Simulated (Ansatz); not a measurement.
## Ansatz (development build ahead of 0.2.0) run

```yaml
crystal:
  periodic: [false, false, false]
  atoms:
    - { symbol: C, position_ang: [0.0, 0.0, -0.48099] }
    - { symbol: O, position_ang: [0.0, 0.0, 0.61942] }
    - { symbol: H, position_ang: [0.0, -0.86888, -1.03472] }
    - { symbol: H, position_ang: [0.0, 0.86888, -1.03472] }
basis:
  gaussian: { orbitals: def2-TZVP }
hamiltonian:
  xc: hf
```

The input is written out in the form of the current development build from the run's settings.

The run gave:

* Converged: yes
* Total energy: -113.89745 hartree
* Spin squared of the determinant: 0.000

Caution: no unrestricted run beside it, a lower state can exist.
